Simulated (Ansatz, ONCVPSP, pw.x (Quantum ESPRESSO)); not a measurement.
**pw.x on bcc Rh: one setting changed**

Potential: optimised norm-conserving Vanderbilt (ONCV), ONCVPSP 4.0.1, PBEsol; core [Ar] 3d10, reference 4s2 4p6 4d7; waves: 4s: rc 1.70 bohr, ncon 4, nbas 7, qcut 7.2 1/bohr, 2 projectors, debl 3.3 Ha; 4p: rc 1.75 bohr, ncon 4, nbas 7, qcut 6.7 1/bohr, 2 projectors, debl 4 Ha; 4d: rc 1.75 bohr, ncon 3, nbas 8, qcut 8.4 1/bohr, 1 projector; local part: polynomial inside 1.30 bohr (lpopt 3, dvloc0 3 Ha); core correction: Teter function, fcfact 4.25, rcfact 1.7. In the s channel the program set the typed energies aside and used -3.799, 0.050 Ha.

The reference run (k-mesh 15³, cutoffs 70/280 Ry, Fermi–Dirac 0.01 Ry, mixing_beta 0.4, conv_thr 1e-9, no spin) gives 0.93 GPa at 13.942 Å³/atom, where all-electron LAPW gives -0.07 GPa. This run, with its own iteration cap, changes startingwfc to random.

```
&control
  calculation='scf', prefix='x', pseudo_dir='./', outdir='./tmp', tstress=.true., disk_io='none'
/
&system
  ibrav=0, nat=1, ntyp=1, ecutwfc=70, ecutrho=280, nbnd=17,
  occupations='smearing', smearing='fd', degauss=0.01
/
&electrons
  conv_thr=1e-09, mixing_beta=0.4, electron_maxstep=50, startingwfc='random'
/
ATOMIC_SPECIES
Rh 1.0 Rh.UPF
CELL_PARAMETERS angstrom
  -1.51619489 1.51619489 1.51619489
  1.51619489 -1.51619489 1.51619489
  1.51619489 1.51619489 -1.51619489
ATOMIC_POSITIONS crystal
Rh 0.0000 0.0000 0.0000
K_POINTS automatic
15 15 15 0 0 0
```

```bash
pw.x < Rh.scf.in > Rh.scf.out
```

**Question.** How does the run end?

**Answer.** It converges in 10 iterations; the free energy moves by +0.0 meV/atom and the pressure by +0.00 GPa. The result is that of the reference run.

```
Message from routine setup:
     using ibrav=0 with symmetry is DISCOURAGED, use correct ibrav instead
     lattice parameter (alat)  =       4.9627  a.u.
     unit-cell volume          =      94.0853 (a.u.)^3
     number of electrons       =        17.00
     number of Kohn-Sham states=           17
     kinetic-energy cutoff     =      70.0000  Ry
     charge density cutoff     =     280.0000  Ry
     scf convergence threshold =      1.0E-09
     Exchange-correlation= PBESOL
     number of k points=   120  Fermi-Dirac smearing, width (Ry)=  0.0100
     iteration #  1     ecut=    70.00 Ry     beta= 0.40
     total energy              =    -239.71275364 Ry
     estimated scf accuracy    <       5.92147841 Ry
     iteration #  2     ecut=    70.00 Ry     beta= 0.40
     total energy              =    -240.64964372 Ry
     estimated scf accuracy    <       0.05152830 Ry
     iteration #  3     ecut=    70.00 Ry     beta= 0.40
     total energy              =    -240.66292384 Ry
     estimated scf accuracy    <       0.00247199 Ry
     [... 4 iterations left out ...]
     iteration #  8     ecut=    70.00 Ry     beta= 0.40
     total energy              =    -240.66386847 Ry
     estimated scf accuracy    <       0.00000005 Ry
     iteration #  9     ecut=    70.00 Ry     beta= 0.40
     total energy              =    -240.66386848 Ry
     estimated scf accuracy    <       0.00000001 Ry
     iteration # 10     ecut=    70.00 Ry     beta= 0.40
     the Fermi energy is    21.8814 ev
!    total energy              =    -240.66386848 Ry
     estimated scf accuracy    <          3.6E-10 Ry
     smearing contrib. (-TS)   =      -0.00937221 Ry
     The total energy is F=E-TS. E is the sum of the following terms:
     one-electron contribution =     -50.95244082 Ry
     hartree contribution      =      38.95601944 Ry
     xc contribution           =     -45.12097416 Ry
     ewald contribution        =    -183.53710074 Ry
     convergence has been achieved in  10 iterations
          total   stress  (Ry/bohr**3)                   (kbar)     P=        9.33
     Message from routine punch:
     Nothing written, as per user request (disk_io='none')
```

The run took about 28 s on one core of a shared host (Intel(R) Xeon(R) Platinum 8488C, 96 threads, 744 GiB, load 48).
